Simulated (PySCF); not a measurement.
An unknown shows these calculated signals:

$^{1}$H NMR (300 MHz, computed): δ 8.20 (sext, J = 1.9 Hz, 1H), 4.50 (qd, J = 3.4, 1.5 Hz, 2H), 4.22 (br s, 1H), 3.56 (td, J = 3.4, 2.1 Hz, 3H).

$^{13}$C{$^{1}$H} NMR (computed): δ 175.3 (CH), 72.4 (CH2), 50.5 (CH3).

- shieldings: GIAO PBE/pcSseg-2
- spin–spin couplings from B3LYP/pcJ-1 (spin–dipole term only in couplings to heteroatoms)
- geometry: PBE0-D3(BJ)/def2-SVP
- run in PySCF 2.14
- isolated molecule, one averaged value for each set of equivalent atoms, single conformer, non-relativistic Hamiltonian

References, each an isolated molecule treated in the same way: $^{1}$H (σref 31.18) and $^{13}$C (σref 179.39) vs TMS.

Question: Which of these does the molecule contain: a C≡C triple bond, an NH or NH2 group, an OH group, an N-methyl group, a Si–H bond?

Answer: 
- A C≡C triple bond: no.
- An NH or NH2 group: no.
- An OH group: yes (δH 4.22 (br s)).
- An N-methyl group: yes (δC 50.5; δH 3.56 (td)).
- A Si–H bond: no.

The data belong to SMILES OC/C=N/C, C3H7NO; they needn't prove each group on their own.

Carbon signals by region: 1 in the far downfield region (above 160 ppm), 2 at 50–100 ppm. Above 160 ppm: 175.3, C=N carbon.

OH/NH shifts are gas-phase values; hydrogen bonding in solution moves them, usually downfield. Multiplet labels drop couplings under 1 Hz and merge nearly equal ones. Unscaled 3J(H,H) at this level run about 10 % above measured values. Shifts are as computed, not scaled to solution data. Of 1211 compounds with measured shifts, 218 miss one by over three times the rms of a fit or turn the order of signals round; such compounds aren't used in these exercises. Couplings across =CH–CH2 type bonds come from one rotamer and its mirror image, and can be 1–2 Hz further off. Couplings to exchangeable protons are dropped.
